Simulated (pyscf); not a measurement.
Single points on ωB97X-D3(BJ)/def2-SVP structures (PySCF, gas phase). Correlated levels are frozen-core, on RHF or UHF. ΔMP2 is the change of the MP2 total energy from the triple- to the quadruple-zeta basis.

SMILES: CCB=N
```xyz
10

C      0.6154     0.2633     0.8311
C      0.2873     0.6670    -0.6147
B     -1.1740     1.1549    -0.8090
N     -2.3479     1.5443    -0.9523
H      1.6599    -0.0742     0.9214
H      0.4742     1.1074     1.5241
H     -0.0336    -0.5574     1.1745
H      0.4597    -0.1812    -1.2993
H      0.9645     1.4701    -0.9528
H     -3.2884     1.8565    -1.0693
```
Charge 0, spin multiplicity 1.

### Question
How much does it cost (ΔH, 298 K, CCSD(T)/def2-TZVPP + ΔMP2(QZVPP)) to split `[CH3][CH2][B]=[NH]` at its B–C bond into •H₂C–CH₃ + [B=NH]•?

### Answer
B–C to •H₂C–CH₃ + [B=NH]•: 4.67 eV. The radicals are drawn with the spin at the cut bond; how far it spreads was not checked. Other isomers of •H₂C–CH₃ were not searched in full and may lie lower. The CCSD(T) − MP2 part came from Ansatz, without density fitting, on the same reference. The term symbol of open-shell B=NH was not checked; spin-orbit terms are left out.
